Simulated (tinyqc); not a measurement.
Worked calculation: Pariser-Parr-Pople SCF with singles CI, for the molecule Nc1ccc[cH-]1 (SMILES; centres numbered as the heavy atoms are written). One step of it, computed by the program tinyqc.

Problem. Iteration 2: Fock matrix. F_rr = H_rr + P_rr gamma_rr / 2 + sum_(s != r) P_ss gamma_rs; F_rs = H_rs - P_rs gamma_rs / 2; E = tr P (H + F) / 2 + core repulsion sum_(r<s) z_r z_s gamma_rs.

P after iteration 1, lower triangle:
```
           1N         2C         3C         4C        5C        6C
1N   1.952161
2C   0.174364   1.364478
3C  -0.158996   0.579510   1.179998
4C   0.078826  -0.287305   0.716468   1.161683
5C   0.078826  -0.287305  -0.192500   0.578549  1.161683
6C  -0.158996   0.579510  -0.236868  -0.192500  0.716468  1.179998
```

core matrix H (eV), lower triangle:
```
            1N          2C          3C          4C          5C          6C
1N  -49.825344
2C   -2.140000  -51.551038
3C    0.000000   -2.390000  -46.139533
4C    0.000000    0.000000   -2.390000  -43.238343
5C    0.000000    0.000000    0.000000   -2.390000  -43.238343
6C    0.000000   -2.390000    0.000000    0.000000   -2.390000  -46.139533
```

repulsion gamma_rs (eV), lower triangle:
```
           1N         2C         3C         4C         5C         6C
1N  14.490000
2C   7.946200  10.540000
3C   5.240818   7.360283  10.540000
4C   3.788754   5.444035   7.362176  10.540000
5C   3.788754   5.444035   5.443361   7.361262  10.540000
6C   5.240818   7.360283   5.442075   5.443361   7.362176  10.540000
```

Centres (angstrom, eV; a flat drawing with bonds scaled to 1.40 angstrom):
```
centre          x          y  core charge z          W   gamma_rr
1N       2.159000   0.000000              2  23.820000  14.490000
2C       0.759000   0.000000              1  10.050000  10.540000
3C      -0.064000   1.133000              1  10.050000  10.540000
4C      -1.395000   0.700000              1  10.050000  10.540000
5C      -1.395000  -0.700000              1  10.050000  10.540000
6C      -0.064000  -1.133000              1  10.050000  10.540000
```

Give: F; pi energy.

Solution.

F (eV), lower triangle:
```
        1N      2C      3C      4C      5C     6C
1N  -3.669
2C  -2.833   1.171
3C   0.417  -4.523   1.651
4C  -0.149   0.782  -5.027   1.370
5C  -0.149   0.782   0.524  -4.519   1.370
6C   0.417  -4.523   0.645   0.524  -5.027  1.651
```

pi energy = -96.151 eV
